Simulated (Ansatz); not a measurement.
The cluster C2H2. The state is a quintet with charge 0. Geometry PBE-D4/def2-TZVP; atoms count from 1.

```
atom   x (Å)   y (Å)   z (Å)
  C1   0.546   0.634  -0.234
  C2   0.126  -0.851  -0.124
  H3  -0.111   1.513  -0.248
  H4  -0.562  -1.296   0.606
```

At PBE0-D4/def2-TZVP a singlet of charge 0 lies 6.50 eV below the quintet, each at its own geometry. The structure comes from a short search, and lower isomers may exist.

**Question.** Estimate the Mulliken populations from the PBE0/def2-TZVP orbitals of Ansatz.

**Answer.** 
```csv
atom,charge (e),spin (α − β)
C1,-0.15,1.99
C2,-0.15,1.99
H3,0.15,0.01
H4,0.15,0.01
```
Mulliken values and Mayer orders depend strongly on the basis.

**Question.** Where does the spin sit?

**Answer.** Summed by element: C 3.98, H 0.02, of 4 unpaired in all. Largest on single atoms: C1 1.99, C2 1.99, H4 0.01.

**Question.** And the Mayer bond orders between bonded heavy atoms (over 0.3)?

**Answer.** C1–C2 0.94 (1.55 Å).
